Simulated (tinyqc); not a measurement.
Inside a calculation. Method: extended Hueckel theory, for BH3. Computed by tinyqc, a small Python program that keeps every step (integrals from PySCF). Settings: charge = 0, K = 1.5, weighted = 1, multiplicity = 1. Command: `OMP_NUM_THREADS=1 python tinyqc.py 29065 29066 out.jsonl` (the two numbers bound the seeds that draw the settings). One thread of a shared host (Intel(R) Xeon(R) Processor @ 2.60GHz), about 0.01 s of CPU time with the checks.

## Overlaps

Geometry (angstrom):
```
atom,x,y,z
B,0.0000,0.0000,0.0190
H,1.1390,0.0000,0.0000
H,-0.5690,0.9860,0.0000
H,-0.5690,-0.9860,0.0000
```

Parameters chosen for this run:
```
element,shell,Slater exponent,H_ii (eV)
B,2s,1.3000,-15.2000
B,2p,1.3000,-8.5000
H,1s,1.3000,-13.6000
```

Slater orbitals, each expanded in six Gaussians scaled to its exponent.

overlap S, lower triangle:
```
,1B 2s,1B 2px,1B 2py,1B 2pz,2H 1s,3H 1s,4H 1s
1B 2s,1.0000
1B 2px,0.0000,1.0000
1B 2py,0.0000,0.0000,1.0000
1B 2pz,0.0000,0.0000,0.0000,1.0000
2H 1s,0.5124,0.5461,0.0000,-0.0091,1.0000
3H 1s,0.5126,-0.2730,0.4731,-0.0091,0.1075,1.0000
4H 1s,0.5126,-0.2730,-0.4731,-0.0091,0.1075,0.1076,1.0000
```

## Wolfsberg-Helmholz matrix

diagonal H_ii (eV): 1B 2s -15.2000, 1B 2px -8.5000, 1B 2py -8.5000, 1B 2pz -8.5000, 2H 1s -13.6000, 3H 1s -13.6000, 4H 1s -13.6000

K = 1.5000

H_ij = K' S_ij (H_ii + H_jj)/2 for i != j (the diagonal keeps H_ii), with K' = K + D^2 + D^4 (1 - K), D = (H_ii - H_jj)/(H_ii + H_jj), K = 1.5.

H (eV), lower triangle:
```
,1B 2s,1B 2px,1B 2py,1B 2pz,2H 1s,3H 1s,4H 1s
1B 2s,-15.2000
1B 2px,0.0000,-8.5000
1B 2py,0.0000,0.0000,-8.5000
1B 2pz,0.0000,0.0000,0.0000,-8.5000
2H 1s,-11.0896,-9.3641,0.0000,0.1562,-13.6000
3H 1s,-11.0957,4.6817,-8.1128,0.1563,-2.1938,-13.6000
4H 1s,-11.0957,4.6817,8.1128,0.1563,-2.1938,-2.1945,-13.6000
```

## Orbitals

valence electrons = 6

Solve H C = S C e through S^(-1/2); fill by pairs from the bottom, a degenerate level sharing its electrons equally; each orbital has its largest coefficient positive (the first on a tie).

orbital energies (eV): -17.9687  -13.8225  -13.8222  -8.5015  5.6179  5.6426  12.5069

occupations: 2.0000  2.0000  2.0000  0.0000  0.0000  0.0000  0.0000

coefficients:
```
,MO1,MO2,MO3,MO4,MO5,MO6,MO7
1B 2s,0.5438,0.0000,0.0000,0.0188,0.0025,0.0000,1.5971
1B 2px,0.0000,0.0000,0.3277,0.0000,1.3774,0.0000,-0.0026
1B 2py,0.0000,0.3278,0.0000,0.0000,0.0000,1.3781,0.0000
1B 2pz,0.0006,0.0000,0.0000,0.9998,0.0000,0.0000,-0.0325
2H 1s,0.2663,0.0000,0.6404,-0.0062,-1.0443,0.0000,-0.8403
3H 1s,0.2665,0.5544,-0.3200,-0.0062,0.5200,-0.9038,-0.8438
4H 1s,0.2665,-0.5544,-0.3200,-0.0062,0.5200,0.9038,-0.8438
```

sum of one-electron energies = -91.2268 eV

Within a degenerate level the vectors are fixed only up to a rotation; this is one choice.

## Mulliken analysis

P = C n C^T; charge = valence electrons (B 3, H 1) minus the sum of (P S)_ii on the atom; overlap population = 2 sum P_ij S_ij between two atoms.

charges: 1B 0.8457, 2H -0.2821, 3H -0.2818, 4H -0.2818

Overlap populations:
```
pair,value
2-1,0.755227
3-1,0.755583
3-2,-0.057637
4-1,0.755583
4-2,-0.057637
4-3,-0.057653
```
